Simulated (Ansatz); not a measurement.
C3H8FN, SMILES `CNC(C)F`, relaxed with RKS PBE0-D4/def2-TZVP in the Gaussian-basis code of Ansatz from a PBE-D4/def2-SVP geometry. The force threshold is 0.005 eV/Å; the program also tests the step.

Total charge 0; spin multiplicity 1.

Start:

```xyz
13

C    -1.018    1.516   -0.576
N    -0.738    0.141   -0.191
C     0.567   -0.127    0.280
C     0.752   -1.582    0.671
F     1.572    0.180   -0.693
H    -0.379    1.897   -1.407
H    -0.858    2.184    0.298
H    -2.080    1.615   -0.875
H    -1.004   -0.523   -0.928
H     0.783    0.557    1.134
H     0.060   -1.859    1.488
H     0.551   -2.237   -0.202
H     1.793   -1.763    0.999
```

```json
{"step": "1", "energy (eV)": "-7443.3882", "largest force (eV/Å)": "0.518", "largest move (Å)": "0.000"}
{"step": "2", "energy (eV)": "-7443.4347", "largest force (eV/Å)": "0.148", "largest move (Å)": "0.025"}
{"step": "3", "energy (eV)": "-7443.4390", "largest force (eV/Å)": "0.022", "largest move (Å)": "0.010"}
{"step": "4", "energy (eV)": "-7443.4390", "largest force (eV/Å)": "0.011", "largest move (Å)": "0.002"}
{"step": "5", "energy (eV)": "-7443.4391", "largest force (eV/Å)": "0.008", "largest move (Å)": "0.009"}
{"step": "6", "energy (eV)": "-7443.4391", "largest force (eV/Å)": "0.002", "largest move (Å)": "0.001"}
```

End:

```xyz
13

C    -1.008    1.508   -0.572
N    -0.732    0.135   -0.201
C     0.558   -0.127    0.283
C     0.746   -1.571    0.666
F     1.557    0.184   -0.678
H    -0.386    1.877   -1.396
H    -0.839    2.154    0.294
H    -2.057    1.603   -0.854
H    -0.988   -0.515   -0.932
H     0.767    0.548    1.120
H     0.069   -1.835    1.478
H     0.539   -2.217   -0.191
H     1.774   -1.745    0.985
```

Run time 21 s (4 threads of an Arm Neoverse V1 on a shared host); peak host memory 0.48 GiB.
